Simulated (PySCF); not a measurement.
Compound: C₄H₅NS.
Numbering: `[CH3:1][C:2](=[S:3])[CH2:4][C:5]#[N:6]` (hydrogens: H7, H8, H9 on C1; H10, H11 on C4)

Cartesian coordinates in Å at the PBE0-D3(BJ)/def2-SVP level; atoms count from 1:
```
atom  x, y, z in Å
C1    -1.3272   -0.5238    0.1437
C2    -0.4099    0.4235    0.8408
S3    -0.6850    1.0244    2.3212
C4     0.8188    0.8633    0.0601
C5     1.4316   -0.1873   -0.7432
N6     1.9032   -1.0346   -1.3743
H7    -0.8130   -1.4859   -0.0246
H8    -2.2376   -0.6937    0.7292
H9    -1.5892   -0.1418   -0.8583
H10    0.5082    1.6768   -0.6219
H11    1.5609    1.2928    0.7482
```

Computed with PySCF at PBE0/def2-SVPD, non-relativistic, on one gas-phase PBE0-D3(BJ)/def2-SVP geometry that isn't relaxed in the solvent. The solvent is an IEF-PCM continuum (cavity from Bondi-type radii × 1.2), and excitations are vertical TDDFT with non-equilibrium linear response and a frozen core. The model holds no explicit solvent molecules, cavitation or dispersion.

```csv
run,E − E(gas) (kJ/mol),HOMO (eV),HOMO–LUMO gap (eV),dipole (D),lowest singlet (eV),static polarisability (au)
gas,0.00,-7.01,4.34,2.23,2.55,73.3
P,-13.21,-6.95,4.39,2.47,2.59,83.1
Q,-24.01,-6.92,4.44,2.67,2.64,92.5
```

The runs were made in chloroform and cyclohexane. Which run belongs to which solvent?

P = cyclohexane, Q = chloroform. The dielectric constants are 2.017 (cyclohexane), 4.711 (chloroform), and the energy falls further as ε rises. The optical constants n² used for the excitations are 2.04, 2.09 in the same order. In this model the ground state sees the solvent through ε alone.

How constant is the ratio of the lowering to (ε − 1)/(2ε + 1)?

```json
{"solvent": "cyclohexane", "(ε − 1)/(2ε + 1)": "0.202", "E − E(gas) (kJ/mol)": "-13.21", "ratio (kJ/mol)": "-65.4", "polarisation term (kJ/mol)": "-14.39"}
{"solvent": "chloroform", "(ε − 1)/(2ε + 1)": "0.356", "E − E(gas) (kJ/mol)": "-24.01", "ratio (kJ/mol)": "-67.4", "polarisation term (kJ/mol)": "-28.01"}
```

The ratio changes by +3.1 % in size from cyclohexane to chloroform. The polarisation term is half the interaction of the solute with the induced surface charges.
